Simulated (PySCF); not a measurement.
Species: phosphaethyne, CHP.
Cartesian coordinates in Å at the PBE0-D3(BJ)/def2-SVP level; atoms count from 1:
```xyz
3
CHP angstrom
C     -0.1456    0.0172    0.0080
P      1.3801    0.1709   -0.1379
H     -1.2191   -0.0906    0.1105
```

Theory: PySCF, TDDFT wB97X-D/def2-SVPD, vertical, gas phase, core orbitals frozen in the response.

Transition dipole moments from the ground state, in atomic units and in the frame of the coordinates above (overall signs are arbitrary), for the states with f of 0.002 or more among the lowest 6:

```json
{"state": "S4", "E (eV)": "7.453", "μx": "0.043", "μy": "-0.215", "μz": "0.212"}
{"state": "S5", "E (eV)": "7.453", "μx": "0.001", "μy": "-0.214", "μz": "-0.217"}
{"state": "S6", "E (eV)": "7.987", "μx": "-1.663", "μy": "-0.168", "μz": "0.159"}
```

Question: What oscillator strength does each state have?

Answer: f = (2/3) ΔE |μ|² with ΔE in hartree (27.2114 eV).

```tsv
state	|μ|² (au)	|μ| (D)	f
S4	0.093	0.78	0.017
S5	0.093	0.78	0.017
S6	2.819	4.27	0.552
```

Question: Label these states by symmetry in C∞v.

Answer: From a totally symmetric ground state, an allowed state transforms like the component of the dipole operator along its μ. Polarised along the molecular axis, so Σ+: S6. Polarised across the molecular axis, so Π: S4 and S5.

Question: What peak molar absorption coefficient would the strongest computed level give as a lone Gaussian band 0.4 eV wide at half height?

Answer: ε(max) = 2.175×10⁸ f / FWHM, with the width in cm⁻¹. S6: 2.175×10⁸ × 0.5516 / 3226 ≈ 37000 L mol⁻¹ cm⁻¹.

S4/S5 coincide within about 0.01 eV; within a degenerate level the directions of the single components are arbitrary.
